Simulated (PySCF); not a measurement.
System (SMILES): F[Si](F)(F)F.
Geometry (B3LYP-D3(BJ)/def2-TZVP, fixed):
```
Si
F 1 1.5673
F 1 1.5673 2 109.47
F 1 1.5673 2 109.47 3 -120.00
F 1 1.5673 2 109.47 4 -120.00
```
Charge 0, spin multiplicity 1.

Basis-set convergence of the mean static polarisability at PBE with PySCF. All functions are spherical. Density fitting with generated auxiliary sets. No added dispersion term, no relativity. Reference: the value in aug-pcseg-2, 24.52 bohr³, itself unsure by roughly 0.1 % (its distance from aug-cc-pV(T+d)Z). Deviations are taken from unrounded values. Cost is core time over that of 6-31G**, rough, on shared machines of one kind; a dash marks a row that isn't timed (too short, read off another run, short of memory, by another algorithm or on other hardware).

```
basis            functions  mean static polarisability (bohr³)  minus reference (%)  cost
---------------  ---------  ----------------------------------  -------------------  ----
6-31G                   49                               15.80                -35.6     -
pcseg-0                 49                               13.74                -44.0     -
6-31G**                 74                               17.61                -28.2    1×
def2-SVP                74                               16.57                -32.4  0.9×
6-31+G*                 94                               21.65                -11.7     -
6-311G**                98                               16.82                -31.4    1×
def2-SVPD              116                               24.27                 -1.0    2×
aug-cc-pV(D+d)Z        124                               24.10                 -1.7    2×
6-311++G(2d,2p)        143                               22.14                 -9.7    2×
pcseg-2                154                               20.39                -16.8    2×
def2-TZVPD             203                               24.60                  0.4    4×
jun-cc-pV(T+d)Z        204                               24.40                 -0.5    5×
def2-TZVPPD            208                               24.62                  0.4    4×
aug-pcseg-2            234                               24.52                  0.0    5×
aug-cc-pV(T+d)Z        239                               24.49                 -0.1    3×
cc-pV(Q+d)Z            284                               22.60                 -7.8    5×
def2-QZVPP             298                               23.33                 -4.8    5×
pcseg-3                304                               23.66                 -3.5   10×
```
